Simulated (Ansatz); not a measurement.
# Methanol (CH4O): ionisation energy by level of theory

One table from this session's results is given with a row withheld; the runs are named, their logs left out.

Method: unrestricted cation, the program's frozen cores in correlated methods; program: Ansatz 0.2.0, Gaussian basis.

Levels to be run: UKS PBE-D4/def2-TZVPP; UKS r2SCAN-D4/def2-TZVPP; UKS PBE0-D4/def2-TZVPP; UKS B3LYP-D4/def2-TZVPP; UKS wB97X-V/def2-TZVPP; UKS wB97M-V/def2-TZVPP; UKS B2PLYP/def2-TZVPP; UHF-CCSD(T)/def2-TZVPP; UHF-MP2/def2-QZVPP; extrapolation to the limit; then −ε(HOMO) from the neutral's earlier runs with LDA (SPW92), PBE-D4, revPBE-D4, BLYP-D4, r2SCAN-D4, B97M-V, PBE0-D4, B3LYP-D4, r2SCANh-D4, r2SCAN0-D4, HSE06-D4, BHLYP-D4, CAM-B3LYP-D4, LC-ωPBE, ωB97X-V, ωB97M-V.

## The geometry

An earlier PBE0-D4 in a triple-zeta def2 set relaxation fixed the geometry.

6 atoms, charge 0, spin multiplicity 1.

Atoms are counted from 1 here; the program's logs count them from 0.

Bond lengths: C1–O2 1.409 Å, C1–H3 1.090 Å, C1–H4 1.097 Å, C1–H5 1.097 Å, O2–H6 0.959 Å. Angles: O2–C1–H3 107.0°, O2–C1–H4 112.4°, O2–C1–H5 112.4°, H3–C1–H4 108.1°, H3–C1–H5 108.1°, H4–C1–H5 108.6°, C1–O2–H6 108.5°.

Set-up of the first run:

Input file in.yaml:

```yaml
crystal:
  periodic: [false, false, false]
  atoms:
    - {symbol: C, position_ang: [-0.088405, -0.207385, -0.275657]}
    - {symbol: O, position_ang: [-0.165048, 0.316454, 1.030096]}
    - {symbol: H, position_ang: [-0.864738, -0.968374, -0.360857]}
    - {symbol: H, position_ang: [0.878822, -0.683610, -0.479210]}
    - {symbol: H, position_ang: [-0.272722, 0.554405, -1.043432]}
    - {symbol: H, position_ang: [0.512080, 0.988520, 1.129060]}
basis:
  gaussian: {orbitals: def2-TZVPP}
total_charge: 1
magnetization: {spin_polarized: true, initial_magnetization: 1}
hamiltonian: {xc: pbe, dispersion: d4}
```

Steps of the session up to this table: Cation, UKS PBE-D4/def2-TZVPP; Cation, UKS r2SCAN-D4/def2-TZVPP; Cation, UKS PBE0-D4/def2-TZVPP; Cation, UKS B3LYP-D4/def2-TZVPP; Cation, UKS wB97X-V/def2-TZVPP; Cation, UKS wB97M-V/def2-TZVPP; Cation, UKS B2PLYP (frozen core)/def2-TZVPP; Cation, UHF-CCSD(T)/def2-TZVPP; Cation, UHF-MP2/def2-QZVPP.

One table of the session follows, with a row left open; its other results are not shown here.

It belongs to the step «Ionisation energies side by side». For comparison, −ε(HOMO) of the neutral from earlier runs:

```
  functional  −ε(HOMO) (eV)
 LDA (SPW92)           6.28
      PBE-D4              ?
   revPBE-D4           6.12
     BLYP-D4           6.11
   r2SCAN-D4           6.53
      B97M-V           6.68
     PBE0-D4           7.89
    B3LYP-D4           7.65
  r2SCANh-D4           7.18
  r2SCAN0-D4           8.15
    HSE06-D4           7.48
    BHLYP-D4           9.58
CAM-B3LYP-D4           9.41
     LC-ωPBE          10.76
     ωB97X-V          10.43
     ωB97M-V          10.36
```

Q: Estimate the row for PBE-D4 from the others.

As computed: −ε(HOMO) (eV): 6.17. In the column «−ε(HOMO) (eV)» it lies between revPBE-D4 (6.12) and LDA (SPW92) (6.28).
